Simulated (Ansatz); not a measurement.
C$_{2}$H$_{3}$N, SMILES `[C-]#[N+]C`: measurement beside calculation (Ansatz, PBE0-D4/def2-TZVP geometry).

```xyz
6

C    -0.472    0.660    1.932
N    -0.209    0.294    0.858
C     0.108   -0.151   -0.441
H     0.514    0.675   -1.027
H    -0.790   -0.529   -0.932
H     0.849   -0.949   -0.389
```

Measured: 10052.8 MHz (B0, ground vibrational state, rotational spectroscopy, earlier work). Source: Rotational spectroscopy as a tool to investigate interactions between vibrational polyads in symmetric top molecules: low-lying states $v_8 \le 2$ of methyl cyanide, CH$_3$CN, 2015 (arxiv:1502.06867).

```csv
constant,measured (MHz),computed (MHz),error (%)
B,10053,10192,1.4
```

Computed constants are equilibrium values for the main isotopes; measured ground-state ones include zero-point motion, which usually lowers them by up to about 1 %.

Measured: 267.3 cm⁻¹ (lowest bending fundamental, CNC bend (E), high-resolution spectroscopy, earlier work). Source: Rotational spectroscopy as a tool to investigate interactions between vibrational polyads in symmetric top molecules: low-lying states $v_8 \le 2$ of methyl cyanide, CH$_3$CN, 2015 (arxiv:1502.06867).

Harmonic PBE0-D4 wavenumbers (cm⁻¹, unscaled): 287, 287, 988, 1142, 1142, 1448, 1483, 1483, 2269, 3066, 3146, 3146. Fundamentals include anharmonicity and usually lie a few per cent under these; harmonic values from spectra compare directly.
